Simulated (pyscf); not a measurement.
Elementary routes open to HO–Si•(Cl)–Cl + HCl in the gas phase (doublet surface):
A. Cl–Si•(Cl)–Cl + H₂O (Cl–H, O–Si broken; Cl–Si, H–O formed)
B. HO–Si(Cl)(Cl)–Cl + H• (Cl–H broken; Cl–Si formed)

Single points on ωB97X-D3(BJ)/def2-SVP structures (PySCF, gas phase).

Task: Rank the routes by free-energy barrier at 1200 K, lowest first, for ωB97M-D3(BJ)/def2-TZVP energies (ideal gas, 1 atm, RRHO with modes under 100 cm⁻¹ raised to 100, one conformer, R ln 2 for chiral ones without a mode under 150 cm⁻¹).

Result: B (2.13 eV), A (2.36 eV)

Route B is the fastest of these, ahead of the next by 0.24 eV. The most stable products are those of B (ΔG = 0.00 eV), so kinetics and thermodynamics agree. At 298 K B is still the fastest. Only these routes are compared; each barrier is that of the saddle found, and lower ones may exist.
